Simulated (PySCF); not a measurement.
**CS (carbon monosulfide): NEVPT2(10,8)/STO-6G**

Aim: the vertical singlet–triplet gap of CS (carbon monosulfide) at NEVPT2(10,8)/STO-6G, from 2 runs. The job is set up through a Python script.

The calculation is run with PySCF 2.14.0.

21 further runs of the same task are left out: 10 that didn't finish, 11 set aside as unsound or not needed.

**1. The structure to begin with**

CS has 2 atoms, charge 0, and is taken as a singlet. SMILES: `[C-]#[S+]`. Geometry: the measured bond length.

Bond lengths: C1–S2 1.535 Å.

**2. A single-point energy at NEVPT2(10,8)/STO-6G**

start.xyz

```xyz
2
CS
C      0.000000     0.000000     0.000000
S      0.000000     0.000000     1.534941
```

run.py

```python
import numpy
from pyscf import gto, scf, mp, mcscf, mrpt

molecule = gto.M(
    atom='start.xyz',
    basis='sto-6g',
    spin=0,
    max_memory=1860,
    verbose=3,
)

mf = molecule.RHF()
mf.conv_tol = 1e-10
mf.kernel()
if not mf.converged:
    mf = mf.newton().run(mf.mo_coeff, mf.mo_occ)

pt = mp.MP2(scf.addons.convert_to_uhf(mf)).run()
noons, natorbs = mcscf.addons.make_natural_orbitals(pt)
print('natural occupations', numpy.round(noons[:40], 4))
cas = mcscf.CASSCF(mf, 8, 10)
cas.fix_spin_(ss=0.0)
cas.natorb = True
cas.kernel(natorbs)
e_pt2 = mrpt.NEVPT(cas).kernel()
etot = cas.e_tot + e_pt2
print('Final energy', etot)
```

The run is started by

```
$ OMP_NUM_THREADS=1 python run.py
```

The program printed:

```text
converged SCF energy = -433.834621183563
E(UMP2) = -433.9595040227  E_corr = -0.124882839136592
E(SCS-UMP2) = -433.95599060022  E_corr = -0.121369416657443
natural occupations [2.     2.     2.     2.     2.     2.     1.9981 1.9859 1.9696 1.9377
 1.9377 0.0698 0.0698 0.0314]
CASSCF energy = -433.969347378500
CASCI E = -433.969347378500  E(CI) = -23.5242167715305  S^2 = 0.0000000
Sr    (-1)',   E = -0.00000000000000
Si    (+1)',   E = -0.00009621821463
Sijrs (0)  ,   E = 0.00000000000000
Sijr  (+1) ,   E = -0.00000000000000
Srsi  (-1) ,   E = -0.00000000000000
Srs   (-2) ,   E = 0.00000000000000
Sij   (+2) ,   E = -0.00040920853928
Sir   (0)' ,   E = -0.00000000000000
Nevpt2 Energy = -0.000505426753902
Final energy -433.96985280525433
```

Run time: 2.3 s. Hardware: 1 thread of Arm Neoverse V1, shared host; peak memory 0.13 GiB.

**3. The triplet**

input.py

```python
import numpy
from pyscf import gto, scf, mp, mcscf, mrpt

mol = gto.M(
    atom=[
    ('C', (0.000000, 0.000000, 0.000000)),
    ('S', (0.000000, 0.000000, 1.534941)),
],
    basis='sto-6g',
    spin=2,
    verbose=4,
    charge=0,
    max_memory=1860,
)

myscf = mol.ROHF()
myscf.conv_tol = 1e-10
myscf.kernel()
if not myscf.converged:
    myscf = myscf.newton().run(myscf.mo_coeff, myscf.mo_occ)

pt = mp.MP2(scf.addons.convert_to_uhf(myscf)).run()
noons, natorbs = mcscf.addons.make_natural_orbitals(pt)
print('natural occupations', numpy.round(noons[:40], 4))
cas = mcscf.CASSCF(myscf, 8, 10)
cas.fix_spin_(ss=2.0)
cas.natorb = True
cas.kernel(natorbs)
e_pt2 = mrpt.NEVPT(cas).kernel()
e_final = cas.e_tot + e_pt2
print(f'total energy: {e_final:.8f} hartree')
```

The run is started by

```
$ OMP_NUM_THREADS=1 python input.py
```

The program printed:

```text
PySCF version 2.14.0

[INPUT] num. atoms = 2
[INPUT] num. electrons = 22
[INPUT] charge = 0
[INPUT] spin (= nelec alpha-beta = 2S) = 2
[INPUT] symmetry False subgroup None
[INPUT] Mole.unit = angstrom
[INPUT] Symbol           X                Y                Z      unit          X                Y                Z       unit  Magmom
[INPUT]  1 C      0.000000000000   0.000000000000   0.000000000000 AA    0.000000000000   0.000000000000   0.000000000000 Bohr   0.0
[INPUT]  2 S      0.000000000000   0.000000000000   1.534941000000 AA    0.000000000000   0.000000000000   2.900618107366 Bohr   0.0

nuclear repulsion = 33.0963940948349
number of shells = 8
number of NR pGTOs = 84
number of NR cGTOs = 14
basis = sto-6g
ecp = {}

[... 18 lines left out ...]
WARN: HOMO 0.0982951641715526 >= LUMO 0.0982951641715551
[... 26 lines left out ...]
converged SCF energy = -433.740037706837
[... 32 lines left out ...]
sorting_mo_energy = False
[... 20 lines left out ...]
1-step CASSCF converged in   3 macro ( 16 JK   6 micro) steps
[... 3 lines left out ...]
Natural orbital (expansion on meta-Lowdin AOs) in CAS space
[... 22 lines left out ...]
CASSCF energy = -433.843918465921
[... 7 lines left out ...]
Natural orbital (expansion on meta-Lowdin AOs) in CAS space
[... 30 lines left out ...]
Nevpt2 Energy = -0.000590767142673
total energy: -433.84450923 hartree
```

It took 2 s on 1 thread of Arm Neoverse V1, shared host; peak memory 0.13 GiB.

**4. Outcome**

At NEVPT2(10,8)/STO-6G:

| quantity | value |
| --- | --- |
| singlet: total energy | -433.96985 Eh |
| singlet: dipole moment (Hartree–Fock density) | 0.97 D |
| singlet: HOMO energy (Hartree–Fock orbitals) | -9.33 eV |
| singlet: LUMO energy (Hartree–Fock orbitals) | 6.74 eV |
| singlet: HOMO–LUMO gap (Hartree–Fock orbitals) | 16.08 eV |
| triplet: total energy | -433.84451 Eh |
| triplet: dipole moment (Hartree–Fock density) | 0.80 D |
| vertical energy of the triplet above the singlet | 3.411 eV |

**Reading.** At this shape the triplet lies 3.41 eV (329 kJ/mol) above the singlet. In a minimal basis such a difference can be off by several eV, whatever the method.
